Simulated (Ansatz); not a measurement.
Mulliken charges of C₄H₄F₂ (`F[C@@H]1C=C[C@@H]1F`) from PBE/def2-TZVPP in Ansatz (PBE0-D4/def2-TZVP geometry).

| atom | x (Å) | y (Å) | z (Å) | charge (e) |
| --- | --- | --- | --- | --- |
| F1 | -0.899 | -0.304 | -1.812 | -0.182 |
| C2 | 0.104 | -0.334 | -0.879 | 0.153 |
| C3 | -0.209 | -1.069 | 0.392 | -0.136 |
| C4 | -0.152 | 0.024 | 1.157 | -0.136 |
| C5 | 0.172 | 0.943 | 0.014 | 0.153 |
| F6 | -0.782 | 1.880 | -0.286 | -0.182 |
| H7 | 1.029 | -0.607 | -1.396 | 0.042 |
| H8 | -0.349 | -2.123 | 0.602 | 0.123 |
| H9 | -0.228 | 0.196 | 2.224 | 0.123 |
| H10 | 1.139 | 1.454 | 0.047 | 0.042 |

Question: By hand: the dipole of these point charges (1 e Å = 4.8032 D).

Answer: Σ q r = (0.417, -0.253, 0.330) e Å, of length 0.589 e Å = 2.83 D.

Question: How does the dipole of the full density compare? (An estimate is asked.)

Answer: The calculation gave: (0.427, -0.276, 0.362) e Å, 3.00 D; the point charges give 0.94 times that, at 2° from its direction.

Point charges leave out the atoms' own dipoles, such as those of lone pairs, and Mulliken's split depends on the basis, so the close match here is no proof of good charges.
